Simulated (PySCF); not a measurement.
How methods differ on the electron affinity of H

H⁻ 1s2 (1S) → H 1s1 (2S), as a difference of total energies. All numbers are calculated (PySCF 2.14, the spin-free X2C one-electron Hamiltonian (Gaussian nucleus), in aug-cc-pVDZ-DK (3s2p, 9 functions)). Correlated levels: valence: nothing frozen. The calculations carry no spin-orbit coupling.

| method | electron affinity (eV) | error (eV) |
| --- | --- | --- |
| UHF | -0.342 | -1.096 |
| MP2 (valence) | 0.343 | -0.411 |
| SCS-MP2 (valence) | 0.480 | -0.274 |
| CCSD (valence) | 0.672 | -0.082 |

Reference: 0.754 eV (measured; photodetachment measurements, as compiled on the Wikipedia data page of electron affinities).

Errors of the correlated levels include the incompleteness of this basis.

A negative affinity means that the anion lies above the atom at that level of theory.

With two correlated electrons CCSD is exact in that space.

The coupled-cluster amplitudes are large for H⁻ (T1 above 0.03 or a double amplitude above 0.15), so a single reference is strained.
